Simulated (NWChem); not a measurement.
System: methanol (CH4O); SMILES CO

Excerpt of the output:

```
             Northwest Computational Chemistry Package (NWChem) 7.3.0
             --------------------------------------------------------

 CS  symmetry detected

                             Geometry "geometry" -> ""
                             -------------------------

 Output coordinates in angstroms (scale by  1.889725989 to convert to a.u.)

  No.       Tag          Charge          X              Y              Z
 ---- ---------------- ---------- -------------- -------------- --------------
    1 C                    6.0000    -0.01032978    -0.64951403     0.00000000
    2 O                    8.0000    -0.08784499     0.74566270     0.00000000
    3 H                    1.0000     0.49754911    -1.06087304    -0.89487500
    4 H                    1.0000    -1.03808684    -1.04236067     0.00000000
    5 H                    1.0000     0.49754911    -1.06087304     0.89487500
    6 H                    1.0000     0.80772721     1.09588933     0.00000000

 Effective nuclear repulsion energy (a.u.)      40.4952784031

      Symmetry information
      --------------------

 Group name             Cs
 Group number              2
 Group order               2
 No. of unique centers     5

  pbe96 is a nonlocal functional; adding pw91lda local functional.

                                 NWChem DFT Module
                                 -----------------

 Summary of "ao basis" -> "ao basis" (spherical)
 ------------------------------------------------------------------------------
       Tag                 Description            Shells   Functions and Types
 ---------------- ------------------------------  ------  ---------------------
 C                         def2-tzvpp               11       31   5s3p2d1f
 O                         def2-tzvpp               11       31   5s3p2d1f
 H                         def2-tzvpp                6       14   3s2p1d

      Symmetry analysis of basis
      --------------------------

        a'         76
        a"         42

            General Information
            -------------------
          SCF calculation type: DFT
          Wavefunction type:  closed shell.
          No. of atoms     :     6
          No. of electrons :    18
           Alpha electrons :     9
            Beta electrons :     9
          Charge           :     0
          Spin multiplicity:     1
          Use of symmetry is: on ; symmetry adaption is: on
          Maximum number of iterations: 150
          AO basis - number of functions:   118
                     number of shells:    46
          Convergence on energy requested:  1.00D-06
          Convergence on density requested:  1.00D-05
          Convergence on gradient requested:  5.00D-04

              XC Information
              --------------
          PerdewBurkeErnzerhof Exchange Functional  1.000
            Perdew 1991 LDA Correlation Functional  1.000 local
           PerdewBurkeErnz. Correlation Functional  1.000 non-local

             Grid Information
             ----------------
          Grid used for XC integration:  medium
          Radial quadrature: Mura-Knowles
          Angular quadrature: Lebedev.
          Tag              B.-S. Rad. Rad. Pts. Rad. Cut. Ang. Pts.
          ---              ---------- --------- --------- ---------
          C                   0.70       49           8.0       434
          O                   0.60       49           8.0       434
          H                   0.35       45           9.0       434
          Grid pruning is: on
          Number of quadrature shells:   233
          Spatial weights used:  Erf1

      Superposition of Atomic Density Guess
      -------------------------------------

 Sum of atomic energies:        -114.45487226

      Non-variational initial energy
      ------------------------------

 Total energy =    -115.347272
 1-e energy   =    -235.164418
 2-e energy   =      79.321868
 HOMO         =      -0.374583
 LUMO         =       0.069167

      Symmetry analysis of molecular orbitals - initial
      -------------------------------------------------

  Numbering of irreducible representations:

     1 a'          2 a"

  Orbital symmetries:

     1 a'          2 a'          3 a'          4 a'          5 a'
     6 a"          7 a'          8 a'          9 a"         10 a'
    11 a'         12 a'         13 a"         14 a'         15 a"
    16 a'         17 a'         18 a'         19 a'

     ---------------------------------------------
      Total Density - Mulliken Population Analysis
     ---------------------------------------------

    Atom       Charge   Shell Charges
 -----------   ------   -------------------------------------------------------
    1 C    6     6.13   0.86  1.12  0.53  0.64  0.12  1.14  1.29  0.33  0.02  0.07  0.01
    2 O    8     8.61   0.79  1.18  0.59  0.92  0.26  1.98  2.09  0.77  0.00  0.02  0.00
    3 H    1     0.87   0.25  0.44  0.16  0.01  0.02  0.00
    4 H    1     0.87   0.25  0.44  0.15  0.01  0.02  0.00
    5 H    1     0.87   0.25  0.44  0.16  0.01  0.02  0.00
    6 H    1     0.65   0.21  0.31  0.06  0.02  0.04  0.01

   convergence    iter        energy       DeltaE   RMS-Dens  Diis-err
 ---------------- ----- ----------------- --------- --------- ---------
 d= 0,ls=0.0,diis     1   -115.5855463952 -1.56D+02  6.63D-03  5.76D-01
 d= 0,ls=0.0,diis     2   -115.5401532651  4.54D-02  4.47D-03  1.00D+00
 d= 0,ls=0.0,diis     3   -115.6244739475 -8.43D-02  9.35D-04  9.14D-02
 d= 0,ls=0.0,diis     4   -115.6315043017 -7.03D-03  2.60D-04  2.52D-03
 d= 0,ls=0.0,diis     5   -115.6317318840 -2.28D-04  8.90D-05  4.10D-04
  Resetting Diis
 d= 0,ls=0.0,diis     6   -115.6317797746 -4.79D-05  1.65D-05  1.20D-05
 d= 0,ls=0.0,diis     7   -115.6317811092 -1.33D-06  5.05D-06  2.56D-07
 d= 0,ls=0.0,diis     8   -115.6317811132 -4.06D-09  2.44D-06  2.76D-07

         Total DFT energy =     -115.631781113225
      One electron energy =     -237.340498819682
           Coulomb energy =       96.577587090389
    Exchange-Corr. energy =      -15.364147787074
 Nuclear repulsion energy =       40.495278403141

 Numeric. integr. density =       17.999999959646

                  Occupations of the irreducible representations
                  ----------------------------------------------

                     irrep           alpha         beta
                     --------     --------     --------
                     a'                7.0          7.0
                     a"                2.0          2.0

                       DFT Final Molecular Orbital Analysis
                       ------------------------------------

 Vector    7  Occ=2.000000D+00  E=-3.799470D-01  Symmetry=a'
              MO Center= -2.9D-01, -1.7D-01,  7.3D-16, r^2= 1.5D+00
   Bfn.  Coefficient  Atom+Function         Bfn.  Coefficient  Atom+Function
  ----- ------------  ---------------      ----- ------------  ---------------
    38     -0.251562  2 O  py                 6      0.234963  1 C  px
    41     -0.201546  2 O  py                78     -0.202261  4 H  s
     7      0.185156  1 C  py                 9      0.171535  1 C  px
    77     -0.142974  4 H  s                 10      0.120489  1 C  py
    37      0.117450  2 O  px                44     -0.111481  2 O  py

 Vector    8  Occ=2.000000D+00  E=-2.892108D-01  Symmetry=a'
              MO Center= -1.6D-01,  9.3D-02,  3.2D-15, r^2= 1.8D+00
   Bfn.  Coefficient  Atom+Function         Bfn.  Coefficient  Atom+Function
  ----- ------------  ---------------      ----- ------------  ---------------
    37      0.300449  2 O  px                40      0.231281  2 O  px
     6     -0.206154  1 C  px                 9     -0.159585  1 C  px
    43      0.157304  2 O  px                36     -0.155053  2 O  s
    78      0.154172  4 H  s                 35     -0.151483  2 O  s
    38     -0.148768  2 O  py               106      0.146254  6 H  s

 Vector    9  Occ=2.000000D+00  E=-2.272761D-01  Symmetry=a"
              MO Center=  3.8D-02,  3.2D-01,  1.6D-15, r^2= 1.5D+00
   Bfn.  Coefficient  Atom+Function         Bfn.  Coefficient  Atom+Function
  ----- ------------  ---------------      ----- ------------  ---------------
    39      0.434236  2 O  pz                42      0.349551  2 O  pz
    45      0.294608  2 O  pz                64      0.150838  3 H  s
    92     -0.150838  5 H  s                 65      0.143172  3 H  s
    93     -0.143172  5 H  s                  8     -0.132926  1 C  pz
    11     -0.098405  1 C  pz                63      0.090187  3 H  s

 Vector   10  Occ=0.000000D+00  E= 7.436636D-03  Symmetry=a'
              MO Center=  8.9D-01,  6.1D-01,  3.9D-16, r^2= 3.9D+00
   Bfn.  Coefficient  Atom+Function         Bfn.  Coefficient  Atom+Function
  ----- ------------  ---------------      ----- ------------  ---------------
     5      1.694987  1 C  s                107     -1.270975  6 H  s
    36      1.012614  2 O  s                 65     -0.835027  3 H  s
    93     -0.835027  5 H  s                 79     -0.648484  4 H  s
    13     -0.531603  1 C  py                43      0.428947  2 O  px
   106     -0.303375  6 H  s                 10     -0.185411  1 C  py

 Vector   11  Occ=0.000000D+00  E= 4.958660D-02  Symmetry=a'
              MO Center=  8.6D-02, -1.1D+00,  1.0D-15, r^2= 5.2D+00
   Bfn.  Coefficient  Atom+Function         Bfn.  Coefficient  Atom+Function
  ----- ------------  ---------------      ----- ------------  ---------------
     5      3.263132  1 C  s                 65     -1.507873  3 H  s
    93     -1.507873  5 H  s                 79     -1.449039  4 H  s
    36     -1.068194  2 O  s                  4      0.785073  1 C  s
   107      0.473047  6 H  s                 44      0.247239  2 O  py
    43     -0.177623  2 O  px                 3      0.164135  1 C  s

 Vector   12  Occ=0.000000D+00  E= 9.397619D-02  Symmetry=a'
              MO Center= -6.9D-01, -9.4D-01, -1.3D-15, r^2= 4.1D+00
   Bfn.  Coefficient  Atom+Function         Bfn.  Coefficient  Atom+Function
  ----- ------------  ---------------      ----- ------------  ---------------
    79      2.401565  4 H  s                 12      1.243030  1 C  px
    65     -0.888797  3 H  s                 93     -0.888797  5 H  s
    13      0.851050  1 C  py               107     -0.702208  6 H  s
    36     -0.457307  2 O  s                 44      0.408001  2 O  py
     5      0.326069  1 C  s                  9      0.287201  1 C  px

     ---------------------------------------------
      Total Density - Mulliken Population Analysis
     ---------------------------------------------

    Atom       Charge   Shell Charges
 -----------   ------   -------------------------------------------------------
    1 C    6     6.12   0.85  1.12  0.53  0.59  0.10  1.31  1.21  0.31  0.02  0.08  0.01
    2 O    8     8.33   0.79  1.18  0.60  0.89  0.31  1.92  1.82  0.80  0.00  0.02  0.00
    3 H    1     0.92   0.28  0.46  0.15  0.01  0.02  0.00
    4 H    1     0.90   0.28  0.46  0.13  0.01  0.03  0.00
    5 H    1     0.92   0.28  0.46  0.15  0.01  0.02  0.00
    6 H    1     0.81   0.27  0.39  0.05  0.02  0.07  0.01

     -------------------------------------------
      Total Density - Lowdin Population Analysis
     -------------------------------------------

    Atom       Charge   Shell Charges
 -----------   ------   -------------------------------------------------------
    1 C    6     6.12   0.91  1.03  0.32  0.31  0.17  1.07  1.26  0.54  0.04  0.41  0.06
    2 O    8     7.73   0.87  1.08  0.49  0.52  0.28  1.72  1.78  0.90  0.00  0.07  0.00
    3 H    1     1.01   0.25  0.40  0.18  0.02  0.13  0.03
    4 H    1     0.99   0.26  0.40  0.17  0.02  0.12  0.03
    5 H    1     1.01   0.25  0.40  0.18  0.02  0.13  0.03
    6 H    1     1.14   0.26  0.33  0.11  0.05  0.30  0.10

     Multipole analysis of the density
     ---------------------------------

     L   x y z        total         alpha         beta         nuclear
     -   - - -        -----         -----         ----         -------
     0   0 0 0      0.000000     -9.000000     -9.000000     18.000000

     1   1 0 0      0.541118      0.270559      0.270559      0.000000
     1   0 1 0     -0.262945     -0.131473     -0.131473     -0.000000
     1   0 0 1      0.000000      0.000000      0.000000      0.000000

     2   2 0 0     -9.067173     -8.618048     -8.618048      8.168924
     2   1 1 0      1.598572      0.035432      0.035432      1.527708
     2   1 0 1     -0.000000     -0.000000     -0.000000      0.000000
     2   0 2 0     -9.819478    -25.474974    -25.474974     41.130469
     2   0 1 1     -0.000000     -0.000000     -0.000000      0.000000
     2   0 0 2    -10.370694     -8.045060     -8.045060      5.719426

            General Information
            -------------------
          SCF calculation type: DFT
          Wavefunction type:  closed shell.
          No. of atoms     :     6
          No. of electrons :    18
           Alpha electrons :     9
            Beta electrons :     9
          Charge           :     0
          Spin multiplicity:     1
          Use of symmetry is: on ; symmetry adaption is: on
          Maximum number of iterations: 150
          AO basis - number of functions:   118
                     number of shells:    46
          Convergence on energy requested:  1.00D-06
          Convergence on density requested:  1.00D-05
          Convergence on gradient requested:  5.00D-04

              XC Information
              --------------
          PerdewBurkeErnzerhof Exchange Functional  1.000
            Perdew 1991 LDA Correlation Functional  1.000 local
           PerdewBurkeErnz. Correlation Functional  1.000 non-local

             Grid Information
             ----------------
          Grid used for XC integration:  medium
          Radial quadrature: Mura-Knowles
          Angular quadrature: Lebedev.
          Tag              B.-S. Rad. Rad. Pts. Rad. Cut. Ang. Pts.
          ---              ---------- --------- --------- ---------
          C                   0.70       49           8.0       434
          O                   0.60       49           8.0       434
          H                   0.35       45           9.0       434
          Grid pruning is: on
          Number of quadrature shells:   233
          Spatial weights used:  Erf1

          Convergence Information
          -----------------------
          Convergence aids based upon iterative change in
          total energy or number of iterations.
          Levelshifting, if invoked, occurs when the
          HOMO/LUMO gap drops below (HL_TOL):  1.00D-02
          DIIS, if invoked, will attempt to extrapolate
          using up to (NFOCK): 10 stored Fock matrices.

                    Damping( 0%)  Levelshifting(0.5)       DIIS
                  --------------- ------------------- ---------------
          dE  on:    start            ASAP                start
          dE off:    2 iters        150 iters           150 iters

                            NWChem DFT Gradient Module
                            --------------------------

  charge          =   0.00
  wavefunction    = closed shell

  Using symmetry

                         DFT ENERGY GRADIENTS

    atom               coordinates                        gradient
                 x          y          z           x          y          z
   1 C      -0.019520  -1.227404   0.000000   -0.000297   0.019464   0.000000
   2 O      -0.166003   1.409098   0.000000    0.006348  -0.012697   0.000000
   3 H       0.940231  -2.004759  -1.691069    0.000325  -0.001044  -0.000483
   4 H      -1.961700  -1.969776   0.000000   -0.000749  -0.001294   0.000000
   5 H       0.940231  -2.004759   1.691069    0.000325  -0.001044   0.000483
   6 H       1.526383   2.070931   0.000000   -0.005952  -0.003385   0.000000
```

Level: PBE/def2-TZVPP. Structure relaxed at the PBE0/def2-SVP level.

Q: Which NWChem input produces such a log?

A: This is not unique; one that fits is the input that was run:
```
start job
memory heap 200 mb stack 900 mb global 1100 mb
geometry units angstroms noautoz
  C     -0.008379    -0.639520     0.000000
  O     -0.090741     0.755379     0.000000
  H      0.500926    -1.049112    -0.894875
  H     -1.034765    -1.035935     0.000000
  H      0.500926    -1.049112     0.894875
  H      0.803609     1.108715     0.000000
end
basis spherical
  * library def2-tzvpp
end
dft
  xc xpbe96 cpbe96
  iterations 150
  mulliken
end
task dft gradient
```
